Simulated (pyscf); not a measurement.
A first-order saddle from PySCF, ωB97X-D3(BJ)/def2-SVP:

```xyz
7

Ge     0.5412     0.1511    -0.2355
H      0.2358     1.3495    -1.1696
H      0.7890     0.7545     1.1664
N     -1.1807    -0.8442     0.0453
H      0.1250    -1.4216    -0.2837
H     -1.7125    -0.7958     0.9141
H     -1.7984    -0.9047    -0.7618
```

Surface: singlet, charge 0. Lowest wavenumbers (cm⁻¹): 1617i, 186, 512, 531, 583.

What reaction is this the transition state of?

germylene (GeH₂) [singlet] + ammonia (NH₃) ⇌ H₂N–GeH₃, an insertion read from left to right: H–N broken and Ge–N, Ge–H formed. At CCSD(T)/def2-TZVPP + ΔMP2(QZVPP) it lies +90.1 kJ/mol from the left side and +256.4 kJ/mol from the right (each side as separated species at their lowest minima found). On the reactant side the descent ends in an adduct with a Ge–N contact, 114.8 kJ/mol under the separated species and 202.9 kJ/mol under the saddle at ωB97X-D3(BJ)/def2-TZVP. What is counted as formed (Ge–N) is already present as a longer contact in the reactant adduct; forming that adduct is a step of its own. The same reactants have a lower exit, to H₂N–GeH: [singlet] + H₂ (barrier +48.4 kJ/mol at ωB97M-D3(BJ), against +100.3 kJ/mol here). One saddle was located; it need not be the lowest between these sides. The CCSD(T) − MP2 part came from Ansatz, without density fitting, on the same reference. The frozen core leaves the outer d or s,p core shells of the metals and heavy elements correlated in the MP2 and CC values, and def2-TZVPP describes them poorly, which can shift differences by a few kcal/mol. Elements up to Kr have no core potential and no relativistic terms here.
